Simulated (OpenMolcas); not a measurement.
# A workflow on SO2 (sulfur dioxide)

We compute a single-point energy (HF/def2-TZVPP), then a single-point energy (CASSCF(18,12)/def2-TZVPP), then a single-point energy (CASPT2(18,12)/def2-TZVPP), then a single-point energy, then the energy (SC-NEVPT2(18,12)/def2-TZVPP), then a single-point energy, then the energy (MC-PDFT[tPBE](18,12)/def2-TZVPP) of SO2 (sulfur dioxide). 

The calculation is run with OpenMolcas 26.06.

## 1. Starting point

SO2 has 3 atoms, charge 0, and is taken as a singlet. As SMILES, `O=S=O`. The O1–S2 distance was set to 3.149 Å, away from the relaxed value. At this shape a bond of the SMILES string is far longer than usual.

Bond lengths: S2–O3 1.431 Å.

## 2. The energy at HF/def2-TZVPP (run 1)

step1.input reads:

```
* O2S Hartree-Fock
&GATEWAY
BasLib
$CurrDir
Coord
3
angstrom
O       -2.467113       0.992116      -1.235052
S        0.269520       0.357380       0.186790
O        0.704900      -1.003280       0.272720
Basis
def2-TZVPP
Group
NoSym
&SEWARD
&SCF
PrOrbitals
1 1
```

The basis set def2-TZVPP is read from a file made from the Basis Set Exchange's data (not shown).

Command:

```bash
$ export MOLCAS_MEM=1860
$ pymolcas step1.input > step1.log
```

Standard output:

```text
--- Start Module: gateway ---
[...]
--- Stop Module: gateway /rc=_RC_ALL_IS_WELL_ ---
--- Start Module: seward ---
[...]
      Basis functions          104
--- Stop Module: seward /rc=_RC_ALL_IS_WELL_ ---
[...]
--- Start Module: scf ---
[...]
       Convergence after  20 Iterations
[...]
::    Total SCF energy                               -547.0285497015
[...]
      Total spin, S                                     0.0000000000
[...]
      Total electronic charge=   32.000000
      Total            charge=   -0.000000
[...]
      Dipole Moment (debye):
      Origin of the operator (angstrom)=   -0.3060    0.1758   -0.1473
                   X= -6.4300E-01               Y=  1.6964E+00               Z= -1.6178E-01           Total=  1.8214E+00
      Quadrupole Moment (debye*angstrom):
[...]
--- Stop Module: scf /rc=_RC_ALL_IS_WELL_ ---
[...]
```

It took 11 s on 1 thread of Arm Neoverse V2, shared host; peak memory 0.59 GiB.

## 3. The energy at CASSCF(18,12)/def2-TZVPP (run 2)

step2.inp reads:

```
* O2S CASSCF

&gateway
 baslib=$CurrDir
 coord
 3
 angstrom
 O       -2.467113       0.992116      -1.235052
 S        0.269520       0.357380       0.186790
 O        0.704900      -1.003280       0.272720
 basis=def2-TZVPP
 group=NoSym

&seward

&rasscf
 fileorb=$CurrDir/step1.ScfOrb
 spin=1
 nactel=18 0 0
 inactive=7
 ras2=12
 orblisting=NoCore
```

The basis set def2-TZVPP is read from a file made from the Basis Set Exchange's data (not shown).

Command:

```bash
$ export MOLCAS_MEM=1860
$ pymolcas step2.inp > step2.log
```

Standard output:

```text
--- Start Module: gateway ---
[...]
--- Stop Module: gateway /rc=_RC_ALL_IS_WELL_ ---
--- Start Module: seward ---
[...]
      Basis functions          104
--- Stop Module: seward /rc=_RC_ALL_IS_WELL_ ---
[...]
--- Start Module: rasscf ---
[...]
      Number of active orbitals                 12
[...]
      Spin quantum number                      0.0
[...]
      Active orbitals                           12
[...]
      Number of CSFs                         15730
[...]
      Number of root(s) required                 1
[...]
      Convergence after 14 iterations
[...]
      printout of CI-coefficients larger than  0.05 for root  1
      energy=    -547.255260
      conf/sym  111111111111     Coeff  Weight
             1  222222222000  -0.47580 0.22639
             2  22222222ud00  -0.18230 0.03323
             5  222222220200   0.44199 0.19535
            16  222222u2dud0  -0.40041 0.16033
            21  222222u2udd0   0.24126 0.05821
            36  222222022020   0.36885 0.13605
[...]
      Natural orbitals and occupation numbers for root  1
      sym 1:   1.999237   1.999894   1.997967   1.973908   1.971316   1.999969   1.192116   1.973890   1.060090   0.965536
               0.833763   0.032313
[...]
::    RASSCF root number  1 Total energy:   -547.25525964
[...]
      Total electronic charge=   32.000000
      Total            charge=   -0.000000
[...]
      Dipole Moment (debye):
      Origin of the operator (angstrom)=   -0.3060    0.1758   -0.1473
                   X= -2.7319E-01               Y=  1.2639E+00               Z= -8.2558E-03           Total=  1.2931E+00
      Quadrupole Moment (debye*angstrom):
[...]
--- Stop Module: rasscf /rc=_RC_ALL_IS_WELL_ ---
[...]
```

Wall time 32 s (1 thread of Arm Neoverse V2, shared host); peak memory 0.59 GiB.

## 4. The energy at CASPT2(18,12)/def2-TZVPP (run 3)

step3.input reads:

```
* O2S CASPT2
&gateway
baslib = $CurrDir
coord
3
angstrom
O       -2.467113       0.992116      -1.235052
S        0.269520       0.357380       0.186790
O        0.704900      -1.003280       0.272720
basis = def2-TZVPP
group = NoSym
&seward
&rasscf
fileorb = $CurrDir/step2.RasOrb
spin = 1
nactel = 18 0 0
inactive = 7
ras2 = 12
orblisting = NoCore
&caspt2
ipea = 0.25
imaginary = 0.1
frozen = 7
```

The basis set def2-TZVPP is read from a file made from the Basis Set Exchange's data (not shown).

Command:

```bash
$ export MOLCAS_MEM=1860
$ pymolcas step3.input > step3.log
```

Standard output:

```text
--- Start Module: gateway ---
[...]
--- Stop Module: gateway /rc=_RC_ALL_IS_WELL_ ---
[...]
      Basis functions          104
[...]
--- Start Module: rasscf ---
[...]
      Number of active orbitals                 12
[...]
      Spin quantum number                      0.0
[...]
      Active orbitals                           12
[...]
      Number of CSFs                         15730
[...]
      Number of root(s) required                 1
[...]
      Convergence after  9 iterations
[...]
      printout of CI-coefficients larger than  0.05 for root  1
      energy=    -547.255260
      conf/sym  111111111111     Coeff  Weight
             1  222222222000   0.47579 0.22637
             2  22222222ud00   0.18232 0.03324
             5  222222220200  -0.44198 0.19534
            16  222222u2dud0   0.40041 0.16033
            21  222222u2udd0  -0.24127 0.05821
            36  222222022020  -0.36885 0.13605
[...]
      Natural orbitals and occupation numbers for root  1
      sym 1:   1.999237   1.999894   1.997967   1.973906   1.971314   1.999969   1.192102   1.973888   1.060088   0.965540
               0.833778   0.032316
[...]
::    RASSCF root number  1 Total energy:   -547.25525964
[...]
      Total electronic charge=   32.000000
      Total            charge=   -0.000000
[...]
      Dipole Moment (debye):
      Origin of the operator (angstrom)=   -0.3060    0.1758   -0.1473
                   X= -2.7321E-01               Y=  1.2639E+00               Z= -8.2624E-03           Total=  1.2931E+00
      Quadrupole Moment (debye*angstrom):
[...]
--- Stop Module: rasscf /rc=_RC_ALL_IS_WELL_ ---
[...]
--- Start Module: caspt2 ---
[...]
 ###    WARNING: User changed nr of frozen orbitals.                         ###
 ###############################################################################
[...]
      E2 (Variational):          -0.4880479185
      Total energy:            -547.7433075556
[...]
      Reference weight:           0.87899
[...]
::    CASPT2 Root  1     Total energy:   -547.74330756
[...]
--- Stop Module: caspt2 /rc=_RC_ALL_IS_WELL_ ---
[...]
```

Wall time 45 s (1 thread of Arm Neoverse V2, shared host); peak memory 0.59 GiB.

## 5. The energy at CASPT2[IPEA 0](18,12)/def2-TZVPP (run 4)

step4.inp reads:

```
&gateway
baslib
$CurrDir
coord
3
angstrom
O       -2.467113       0.992116      -1.235052
S        0.269520       0.357380       0.186790
O        0.704900      -1.003280       0.272720
basis
def2-TZVPP
group
NoSym
&seward
&rasscf
fileorb
$CurrDir/step2.RasOrb
spin
1
nactel
18 0 0
inactive
7
ras2
12
orblisting
NoCore
&caspt2
ipea
0
imaginary
0.1
frozen
7
```

The basis set def2-TZVPP is read from a file made from the Basis Set Exchange's data (not shown).

Command:

```bash
$ export MOLCAS_MEM=1860
$ pymolcas step4.inp > step4.log
```

Standard output:

```text
--- Start Module: gateway ---
[...]
--- Stop Module: gateway /rc=_RC_ALL_IS_WELL_ ---
[...]
      Basis functions          104
[...]
--- Start Module: rasscf ---
[...]
      Number of active orbitals                 12
[...]
      Spin quantum number                      0.0
[...]
      Active orbitals                           12
[...]
      Number of CSFs                         15730
[...]
      Number of root(s) required                 1
[...]
      Convergence after  9 iterations
[...]
      printout of CI-coefficients larger than  0.05 for root  1
      energy=    -547.255260
      conf/sym  111111111111     Coeff  Weight
             1  222222222000   0.47579 0.22637
             2  22222222ud00   0.18232 0.03324
             5  222222220200  -0.44198 0.19534
            16  222222u2dud0   0.40041 0.16033
            21  222222u2udd0  -0.24127 0.05821
            36  222222022020  -0.36885 0.13605
[...]
      Natural orbitals and occupation numbers for root  1
      sym 1:   1.999237   1.999894   1.997967   1.973906   1.971314   1.999969   1.192102   1.973888   1.060088   0.965540
               0.833778   0.032316
[...]
::    RASSCF root number  1 Total energy:   -547.25525964
[...]
      Total electronic charge=   32.000000
      Total            charge=   -0.000000
[...]
      Dipole Moment (debye):
      Origin of the operator (angstrom)=   -0.3060    0.1758   -0.1473
                   X= -2.7321E-01               Y=  1.2639E+00               Z= -8.2624E-03           Total=  1.2931E+00
      Quadrupole Moment (debye*angstrom):
[...]
--- Stop Module: rasscf /rc=_RC_ALL_IS_WELL_ ---
[...]
--- Start Module: caspt2 ---
[...]
 ###    WARNING: User changed nr of frozen orbitals.                         ###
 ###############################################################################
[...]
      E2 (Variational):          -0.5016351571
      Total energy:            -547.7568947943
[...]
      Reference weight:           0.86952
[...]
::    CASPT2 Root  1     Total energy:   -547.75689479
[...]
--- Stop Module: caspt2 /rc=_RC_ALL_IS_WELL_ ---
[...]
```

Run time: 46 s. Hardware: 1 thread of Arm Neoverse V2, shared host; peak memory 0.59 GiB.

## 6. The energy at SC-NEVPT2(18,12)/def2-TZVPP (run 5)

step5.inp reads:

```
&GATEWAY
  BasLib = $CurrDir
  Coord
  3
  angstrom
  O       -2.467113       0.992116      -1.235052
  S        0.269520       0.357380       0.186790
  O        0.704900      -1.003280       0.272720
  Basis = def2-TZVPP
  Group = NoSym

&SEWARD

&RASSCF
  FileOrb = $CurrDir/step2.RasOrb
  Spin = 1
  Nactel = 18 0 0
  Inactive = 7
  Ras2 = 12
  OrbListing = NoCore

&CASPT2
  SC-NEVPT2
  Frozen = 7
```

The basis set def2-TZVPP is read from a file made from the Basis Set Exchange's data (not shown).

Command:

```bash
$ export MOLCAS_MEM=1860
$ pymolcas step5.inp > step5.log
```

Standard output:

```text
--- Start Module: gateway ---
[...]
--- Stop Module: gateway /rc=_RC_ALL_IS_WELL_ ---
[...]
      Basis functions          104
[...]
--- Start Module: rasscf ---
[...]
      Number of active orbitals                 12
[...]
      Spin quantum number                      0.0
[...]
      Active orbitals                           12
[...]
      Number of CSFs                         15730
[...]
      Number of root(s) required                 1
[...]
      Convergence after  9 iterations
[...]
      printout of CI-coefficients larger than  0.05 for root  1
      energy=    -547.255260
      conf/sym  111111111111     Coeff  Weight
             1  222222222000   0.47579 0.22637
             2  22222222ud00   0.18232 0.03324
             5  222222220200  -0.44198 0.19534
            16  222222u2dud0   0.40041 0.16033
            21  222222u2udd0  -0.24127 0.05821
            36  222222022020  -0.36885 0.13605
[...]
      Natural orbitals and occupation numbers for root  1
      sym 1:   1.999237   1.999894   1.997967   1.973906   1.971314   1.999969   1.192102   1.973888   1.060088   0.965540
               0.833778   0.032316
[...]
::    RASSCF root number  1 Total energy:   -547.25525964
[...]
      Total electronic charge=   32.000000
      Total            charge=   -0.000000
[...]
      Dipole Moment (debye):
      Origin of the operator (angstrom)=   -0.3060    0.1758   -0.1473
                   X= -2.7321E-01               Y=  1.2639E+00               Z= -8.2624E-03           Total=  1.2931E+00
      Quadrupole Moment (debye*angstrom):
[...]
--- Stop Module: rasscf /rc=_RC_ALL_IS_WELL_ ---
[...]
--- Start Module: caspt2 ---
[...]
 ###    WARNING: User changed nr of frozen orbitals.                         ###
 ###############################################################################
[...]
      E2 (Variational):          -0.4465106487
[...]
      E2 (Variational):          -0.4363309849
      Total energy:            -547.6915906221
[...]
      Reference weight:           0.90576
[...]
::    SC-NEVPT2 Root  1     Total energy:   -547.69159062
[...]
--- Stop Module: caspt2 /rc=_RC_ALL_IS_WELL_ ---
[...]
```

Wall time 60 s (1 thread of Arm Neoverse V2, shared host); peak memory 0.59 GiB.

## 7. A single-point energy at PC-NEVPT2(18,12)/def2-TZVPP (run 6)

step6.input reads:

```
* O2S NEVPT2
>>> EXPORT MOLCAS_PRINT=2

&GATEWAY
  BASLIB = $CurrDir
  COORD
  3
  angstrom
  O       -2.467113       0.992116      -1.235052
  S        0.269520       0.357380       0.186790
  O        0.704900      -1.003280       0.272720
  BASIS = def2-TZVPP
  GROUP = NoSym

&SEWARD

&RASSCF
  FILEORB = $CurrDir/step2.RasOrb
  SPIN = 1
  NACTEL = 18 0 0
  INACTIVE = 7
  RAS2 = 12
  ORBLISTING = NoCore

&CASPT2
  PC-NEVPT2
  FROZEN = 7
```

The basis set def2-TZVPP is read from a file made from the Basis Set Exchange's data (not shown).

Command:

```bash
$ export MOLCAS_MEM=1860
$ pymolcas step6.input > step6.log
```

Standard output:

```text
--- Start Module: gateway ---
[...]
--- Stop Module: gateway /rc=_RC_ALL_IS_WELL_ ---
[...]
      Basis functions          104
[...]
--- Start Module: rasscf ---
[...]
      Number of active orbitals                 12
[...]
      Spin quantum number                      0.0
[...]
      Active orbitals                           12
[...]
      Number of CSFs                         15730
[...]
      Number of root(s) required                 1
[...]
      Convergence after  9 iterations
[...]
      printout of CI-coefficients larger than  0.05 for root  1
      energy=    -547.255260
      conf/sym  111111111111     Coeff  Weight
             1  222222222000   0.47579 0.22637
             2  22222222ud00   0.18232 0.03324
             5  222222220200  -0.44198 0.19534
            16  222222u2dud0   0.40041 0.16033
            21  222222u2udd0  -0.24127 0.05821
            36  222222022020  -0.36885 0.13605
[...]
      Natural orbitals and occupation numbers for root  1
      sym 1:   1.999237   1.999894   1.997967   1.973906   1.971314   1.999969   1.192102   1.973888   1.060088   0.965540
               0.833778   0.032316
[...]
::    RASSCF root number  1 Total energy:   -547.25525964
[...]
      Total electronic charge=   32.000000
      Total            charge=   -0.000000
[...]
      Dipole Moment (debye):
      Origin of the operator (angstrom)=   -0.3060    0.1758   -0.1473
                   X= -2.7321E-01               Y=  1.2639E+00               Z= -8.2624E-03           Total=  1.2931E+00
      Quadrupole Moment (debye*angstrom):
[...]
--- Stop Module: rasscf /rc=_RC_ALL_IS_WELL_ ---
[...]
--- Start Module: caspt2 ---
[...]
 ###    WARNING: User changed nr of frozen orbitals.                         ###
 ###############################################################################
[...]
      E2 (Variational):          -0.4465106487
[...]
      E2 (Variational):          -0.4363309849
      Total energy:            -547.6915906221
[...]
      Reference weight:           0.90576
[...]
::    PC-NEVPT2 Root  1     Total energy:   -547.70177029
[...]
--- Stop Module: caspt2 /rc=_RC_ALL_IS_WELL_ ---
[...]
```

Wall time 59 s (1 thread of Arm Neoverse V2, shared host); peak memory 0.59 GiB.

## 8. The energy at MC-PDFT[tPBE](18,12)/def2-TZVPP (run 7)

step7.input reads:

```
&GATEWAY
  BasLib
  $CurrDir
  Coord
  3
  angstrom
  O       -2.467113       0.992116      -1.235052
  S        0.269520       0.357380       0.186790
  O        0.704900      -1.003280       0.272720
  Basis
  def2-TZVPP
  Group
  NoSym

&SEWARD

&RASSCF
  FileOrb
  $CurrDir/step2.RasOrb
  Spin
  1
  Nactel
  18 0 0
  Inactive
  7
  Ras2
  12
  OrbListing
  NoCore

&MCPDFT
  KSDFT
  T:PBE
```

The basis set def2-TZVPP is read from a file made from the Basis Set Exchange's data (not shown).

Command:

```bash
$ export MOLCAS_MEM=1860
$ pymolcas step7.input > step7.log
```

Standard output:

```text
--- Start Module: gateway ---
[...]
--- Stop Module: gateway /rc=_RC_ALL_IS_WELL_ ---
[...]
      Basis functions          104
[...]
--- Start Module: rasscf ---
[...]
      Number of active orbitals                 12
[...]
      Spin quantum number                      0.0
[...]
      Active orbitals                           12
[...]
      Number of CSFs                         15730
[...]
      Number of root(s) required                 1
[...]
      Convergence after  9 iterations
[...]
      printout of CI-coefficients larger than  0.05 for root  1
      energy=    -547.255260
      conf/sym  111111111111     Coeff  Weight
             1  222222222000   0.47579 0.22637
             2  22222222ud00   0.18232 0.03324
             5  222222220200  -0.44198 0.19534
            16  222222u2dud0   0.40041 0.16033
            21  222222u2udd0  -0.24127 0.05821
            36  222222022020  -0.36885 0.13605
[...]
      Natural orbitals and occupation numbers for root  1
      sym 1:   1.999237   1.999894   1.997967   1.973906   1.971314   1.999969   1.192102   1.973888   1.060088   0.965540
               0.833778   0.032316
[...]
::    RASSCF root number  1 Total energy:   -547.25525964
[...]
      Total electronic charge=   32.000000
      Total            charge=   -0.000000
[...]
      Dipole Moment (debye):
      Origin of the operator (angstrom)=   -0.3060    0.1758   -0.1473
                   X= -2.7321E-01               Y=  1.2639E+00               Z= -8.2624E-03           Total=  1.2931E+00
      Quadrupole Moment (debye*angstrom):
[...]
--- Stop Module: rasscf /rc=_RC_ALL_IS_WELL_ ---
[...]
--- Start Module: mcpdft ---
[...]
 ###    WARNING: Deprecation warning: KSDF should be replaced                ###
 ###    with FUNC keyword                                                    ###
 ###############################################################################
[...]
::    MCPDFT root number  1 Total energy:   -548.12171799
--- Stop Module: mcpdft /rc=_RC_ALL_IS_WELL_ ---
[...]
```

Wall time 22 s (1 thread of Arm Neoverse V2, shared host); peak memory 0.59 GiB.

## 9. Outcome

```
                                                               quantity          value
                                     run 1, HF/def2-TZVPP: total energy  -547.02855 Eh
                                    run 1, HF/def2-TZVPP: dipole moment         1.82 D
                                      run 1, HF/def2-TZVPP: HOMO energy       -9.44 eV
                                      run 1, HF/def2-TZVPP: LUMO energy       -0.85 eV
                                    run 1, HF/def2-TZVPP: HOMO–LUMO gap        8.59 eV
                          run 2, CASSCF(18,12)/def2-TZVPP: total energy  -547.25526 Eh
        run 2, CASSCF(18,12)/def2-TZVPP: dipole moment (CASSCF density)         1.29 D
                          run 3, CASPT2(18,12)/def2-TZVPP: total energy  -547.74331 Eh
        run 3, CASPT2(18,12)/def2-TZVPP: dipole moment (CASSCF density)         1.29 D
                  run 4, CASPT2[IPEA 0](18,12)/def2-TZVPP: total energy  -547.75689 Eh
run 4, CASPT2[IPEA 0](18,12)/def2-TZVPP: dipole moment (CASSCF density)         1.29 D
                       run 5, SC-NEVPT2(18,12)/def2-TZVPP: total energy  -547.69159 Eh
     run 5, SC-NEVPT2(18,12)/def2-TZVPP: dipole moment (CASSCF density)         1.29 D
                       run 6, PC-NEVPT2(18,12)/def2-TZVPP: total energy  -547.70177 Eh
     run 6, PC-NEVPT2(18,12)/def2-TZVPP: dipole moment (CASSCF density)         1.29 D
                   run 7, MC-PDFT[tPBE](18,12)/def2-TZVPP: total energy  -548.12172 Eh
 run 7, MC-PDFT[tPBE](18,12)/def2-TZVPP: dipole moment (CASSCF density)         1.29 D
```

One bond (run 1, HF/def2-TZVPP) is far stretched, which a spin-restricted single reference describes badly; a broken-symmetry solution may lie lower. Mulliken charges (run 3, CASPT2(18,12)/def2-TZVPP) of the CASSCF density run from -0.31 on O3 to +0.32 on S2; they depend strongly on the basis. Mulliken charges (run 4, CASPT2[IPEA 0](18,12)/def2-TZVPP) of the CASSCF density run from -0.31 on O3 to +0.32 on S2; they depend strongly on the basis. Mulliken charges (run 5, SC-NEVPT2(18,12)/def2-TZVPP) of the CASSCF density run from -0.31 on O3 to +0.32 on S2; they depend strongly on the basis. Mulliken charges (run 6, PC-NEVPT2(18,12)/def2-TZVPP) of the CASSCF density run from -0.31 on O3 to +0.32 on S2; they depend strongly on the basis. Mulliken charges (run 7, MC-PDFT[tPBE](18,12)/def2-TZVPP) of the CASSCF density run from -0.31 on O3 to +0.32 on S2; they depend strongly on the basis.
